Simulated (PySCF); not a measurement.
## PN: frontier orbitals

PBE0 at R = 1.492 Å; P pcseg-1, N pcseg-1; no relativity (PySCF 2.14). State: triplet, unpaired electrons π ↑↑, a mixture of terms (⟨Lz²⟩ = 2.0), a second solution, started from another occupation. Only the outer orbitals are listed, counted within each symmetry.

| spin | orbital | occ. | ε (eV) | on P (%) | main shells (%) |
| --- | --- | --- | --- | --- | --- |
| α | 5σ | 1 | -25.61 | 34 | 60 N s, 22 P s, 10 P p |
| α | 6σ | 1 | -14.48 | 68 | 61 P s, 22 N s, 10 N p |
| α | 2π | 1 | -11.90 | 33 | 66 N p, 31 P p |
| α | 2π | 1 | -10.30 | 40 | 60 N p, 38 P p |
| α | 7σ | 1 | -9.83 | 42 | 48 N p, 27 P p, 13 P s |
| α | 3π | 1 | -5.66 | 72 | 70 P p, 28 N p |
| α | 3π | 0 | -2.56 | 67 | 64 P p, 33 N p |
| β | 5σ | 1 | -23.82 | 37 | 55 N s, 24 P s, 11 P p |
| β | 6σ | 1 | -13.10 | 66 | 56 P s, 23 N s, 11 N p |
| β | 2π | 1 | -9.70 | 44 | 56 N p, 41 P p |
| β | 7σ | 1 | -9.12 | 41 | 48 N p, 27 P p, 13 P s |
| β | 2π | 0 | -5.95 | 53 | 51 P p, 47 N p |
| β | 3π | 0 | -2.06 | 63 | 60 P p, 37 N p |
| β | 3π | 0 | -0.49 | 55 | 51 P p, 46 N p |

Problem. Which are the highest filled and the lowest empty level, where do they sit, and how wide is the gap?

Solution. Highest filled α 3π at -5.66 eV (in %: 70 P p, 28 N p); lowest empty β 2π at -5.95 eV (in %: 51 P p, 47 N p); the gap at PBE0 is -0.29 eV.

* bond order (Mayer): 1.94
* ⟨S²⟩: 2.008
* charge on P (Mulliken, basis-dependent): 0.23
* charge on P (Löwdin, basis-dependent): 0.29
* dipole moment (positive dipole means P(−)N(+)): -1.59 D

Counting both spins, an empty level lies below a filled one in this solution, because spin and occupation are held.
